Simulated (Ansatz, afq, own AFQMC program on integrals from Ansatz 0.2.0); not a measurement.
AFQMC on a folder of integrals that Ansatz 0.2.0 wrote.

```yaml
crystal:
  periodic: [false, false, false]
  atoms:
    - {symbol: Pd, position_ang: [0.000000, 0.000000, 0.000000]}
basis:
  gaussian: {orbitals: def2-SVP}
magnetization: {spin_polarized: true, initial_magnetization: 2}
correlation: {method: ccsd_t, electrons: outside_noble_gas, hamiltonian_folder: ham}
```

```sh
$ ansatz run in.yaml --threads 1 --pin off --events-out ev --progress --plain --max-ram 24576MiB --backend cuda --devices 0, --max-vram 18GiB
```

afq runs on the folder ham with

```
--method phaseless --trial hf --walkers 4000 --populations 20 --least-time 40 --time-step 0.005 --steps-per-block 20 --equilibration-blocks 160 --max-blocks 4000 --target-error 0.0009500 --factor-cut 1e-05 --start spin_pure --seed 7850 --taylor-order 6
```

Times are imaginary, in 1/Eh. The walk had a cap of 49 s. With eight or more populations the least sampling time is a fifth of least-time, and the error comes from their spread. Core potentials past Kr, no spin–orbit coupling.

afq prints:

```
orbitals 27  electrons 6 4  factors 208 of 226
reference energy -127.00257321 Eh
CCSD correlation -0.18629231 Eh in 10 cycles, weight of the determinant in the CISD state 0.9460
energy of the start -127.002579 Eh
 block  time / (1/Eh)  mean weight  energy / Eh
     1     0.100  1.0011  -127.075675
     2     0.200  1.0016  -127.115941
     3     0.300  1.0016  -127.138624
     4     0.400  1.0017  -127.151588
     5     0.500  1.0009  -127.159344
     7     0.700  1.0010  -127.173954
     9     0.900  1.0009  -127.174834
    13     1.300  1.0001  -127.185282
    25     2.500  1.0001  -127.195980
    37     3.700  1.0001  -127.194018
    49     4.900  0.9997  -127.193679
    61     6.100  0.9998  -127.196696
    73     7.300  1.0002  -127.196008
    85     8.500  0.9997  -127.190727
    97     9.700  0.9996  -127.192475
   109    10.900  0.9999  -127.192736
   121    12.100  1.0002  -127.191695
   133    13.300  0.9999  -127.189975
   145    14.500  1.0000  -127.191359
   157    15.700  0.9998  -127.189645
   169    16.900  1.0003  -127.195644
   181    18.100  1.0000  -127.192919
   193    19.300  0.9995  -127.188445
   205    20.500  0.9999  -127.193305
   217    21.700  1.0000  -127.190656
   229    22.900  0.9998  -127.190775
   235    23.500  1.0002  -127.188007
error from the spread of 20 populations
energy -127.191485 +/- 0.000529 Eh
(rows thinned)
```

The run passed its tests (sampling time, drift between the halves within three errors, error under three times the target), which doesn't prove that it has relaxed.

Against this walk (error 14.4 meV) on the same determinant: CCSD(T) 56.1 meV lower, CCSDT(Q) 54.7 meV lower, CCSDTQ 57.2 meV lower, a separate phaseless walk with a CISD trial and standard settings 45.0 ± 14.5 meV lower. The error is statistical and leaves out the bias of the constraint. CCSDTQ is the surest value here, so the walk's 57 meV above it is most likely the bias of the constraint with this trial, which can have either sign.

Cautions: constraint bias not in the error; no spin-orbit coupling; outer-core shells of the metal frozen; another spin lies lower (by 729 meV); CCSDTQ on the ROHF determinant differs (58 meV higher), by its state or its frozen core.

The walk took 20 s on 1 × NVIDIA H100 80GB HBM3 with 2 threads of AMD EPYC 7R13 Processor (Zen 3) (shared host) (the card was shared). The log's last line is the phaseless energy.

CCSDT and higher add their correlation energy to the determinant of the CCSD(T) run, since their own runs factorise the integrals more tightly (a shift of under 2 meV). A walk keeps the symmetry of its determinant, which the program's search chose and which needn't be the lowest solution, so a lower state of the same spin and another symmetry isn't excluded.
